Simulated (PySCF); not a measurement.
Property card for `C#CC(F)F`

Species: C3H2F2.
Atom-mapped SMILES: `[CH:1]#[C:2][CH:3]([F:4])[F:5]` (hydrogens: H6 on C1; H7 on C3)

Among its groups: alkyne and C–F bond.

GFN2-xTB geometry:

| Quantity | Value |
| --- | --- |
| Point group of the GFN2-xTB geometry | Cs |
| Rotational constants A, B, C of the GFN2-xTB geometry | 10.036, 3.978, 3.036 GHz |

**PBE0/pcSseg-1 ground state and GIAO shieldings, non-relativistic (PySCF)**

| Quantity | Value |
| --- | --- |
| Dipole moment | 2.26 D |
| HOMO energy | -8.97 eV |
| LUMO energy | -0.10 eV |
| HOMO–LUMO gap | 8.87 eV |
| Lowest Hirshfeld atomic charge | -0.10 e on F4/F5 |
| Highest Hirshfeld atomic charge | +0.16 e on C3 |
| 13C chemical shifts (computed TMS as zero) by class | 109.6 (C3), 85.4 (C1), 80.2 (C2) ppm |
| 1H chemical shifts (computed TMS as zero) by class | 6.51 (H7), 2.24 (H6) ppm |
| Isotropic shieldings of nuclei other than C and H, by class | 297 (F4/F5) ppm |
| Mayer bond orders between heavy atoms | C1–C2 2.56, C2–C3 1.02, C3–F4 0.96, C3–F5 0.96 |

**B3LYP/pcJ-1 indirect spin-spin coupling, non-relativistic, gas phase (PySCF)**

| Quantity | Value |
| --- | --- |
| Largest of the computed one-bond spin–spin couplings (means over like bonds) | 19F–13C -296.2 (F4–C3 and 1 like it), 13C–1H +270.8 (C1–H6), 13C–13C +216.2 (C1–C2), 13C–1H +192.1 (C3–H7), 13C–13C +105.3 (C2–C3) Hz |

Monoisotopic mass from the formula: 76.0125 u.

A dipole of 2.26 D is allowed in Cs, and pure rotational transitions are dipole-allowed. With B = h/(8π²I), that is 505.379 GHz u Å² over I, the principal moments of inertia are 50.4, 127.1 and 166.5 u Å² (most abundant isotopes). The dipole matches unit charges of opposite sign 0.47 Å apart (1 e·Å = 4.8032 D). The rotational constants make it an asymmetric top with κ = (2B − A − C)/(A − C) = -0.73, nearer the prolate limit (−1).

For the spin–spin coupling job (B3LYP/pcJ-1), hardware: x86-64 server, one thread, on a shared host. Cost: 19 s.
